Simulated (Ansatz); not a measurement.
Results of r²SCAN (Ansatz, an electronic-structure program, plane waves, PAW) for tetragonal perovskite BaTiO₃.

Numerical settings: plane-wave cutoff 560 eV, 8×8×8 k mesh, Fermi–Dirac smearing 0.01 eV, no spin polarisation, scalar-relativistic PAW data made under PBE.

A third-order Birch–Murnaghan fit to the energies gives V0 = 12.979 Å³/atom, B0 = 113 GPa, B′ = 9.7.

| V (Å³/atom) | P (GPa) |
|---|---|
| 12.460 | 5.60 |
| 12.719 | (withheld) |
| 12.979 | 0.00 |
| 13.239 | (withheld) |
| 13.498 | -3.65 |

Q: Estimate the withheld pressures from this fit; the answers are the runs' own values.

A: 
- 12.719, P (GPa): 2.53
- 13.239, P (GPa): -2.04

The formula P = (3/2) B0 (x^(7/3) − x^(5/3)) [1 + (3/4)(B′ − 4)(x^(2/3) − 1)] with x = V0/V meets the computed pressures within 0.02 GPa when these rounded values are put in.

Shape and atoms are relaxed at each volume.

Spin–orbit coupling is not included.

Static lattice: no zero-point or thermal effects.

The result took very roughly 15 core-minutes.
